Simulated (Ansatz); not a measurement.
AlH2(SMe) (CH5AlS), relaxed as a singlet with RKS r2SCAN-D4/def2-TZVP in Ansatz, starting from the GFN2-xTB geometry. Force threshold 0.02 eV/Å.

Start:

```tsv
atom	x (Å)	y (Å)	z (Å)
Al1	0.5555	-1.6536	0.1350
H2	1.5528	-1.8023	1.2971
H3	0.8284	-2.4305	-1.1642
S4	-1.1936	-0.3535	0.3215
C5	-0.5171	1.3175	-0.0917
H6	0.3084	1.5644	0.5682
H7	-1.3351	2.0135	0.0627
H8	-0.1991	1.3445	-1.1286
```

```csv
step,energy (eV),largest force component (eV/Å),SCF passes
1,-18549.8014,0.682,16
2,-18549.8484,0.235,20
3,-18549.8692,0.305,19
4,-18549.9185,0.428,19
5,-18549.9965,0.394,19
6,-18550.0691,0.498,19
7,-18550.1541,0.420,18
8,-18550.2108,0.202,18
9,-18550.2280,0.056,19
10,-18550.2297,0.136,18
11,-18550.2320,0.118,19
12,-18550.2330,0.134,19
13 (rejected),-18550.2329,0.188,19
14,-18550.2352,0.025,20
15,-18550.2357,0.054,19
16,-18550.2365,0.046,19
17,-18550.2368,0.047,19
18,-18550.2369,0.020,20
19 (rejected),-18550.2369,0.023,20
20,-18550.2370,0.007,20
```

Force components are those of the run's own axes.

End:

Cartesian coordinates in Å:
```
Al 0.5305 -1.6639 -0.0054
H 1.6535 -1.0751 0.9438
H 0.4151 -3.1779 -0.4391
S -0.9720 -0.2964 -0.7663
C -0.4733 1.3100 -0.0373
H 0.4045 1.2055 0.5989
H -1.3046 1.6936 0.5522
H -0.2538 2.0043 -0.8468
```

By distances, no bond broke or formed. The bond that changes most is Al1–H2, from 1.54 to 1.58 Å (atoms count from 1).

No frequencies were taken in this run, so the end may be a saddle point.

Hardware: 4 threads of Arm Neoverse V2 on a shared host. Wall time 23 s.
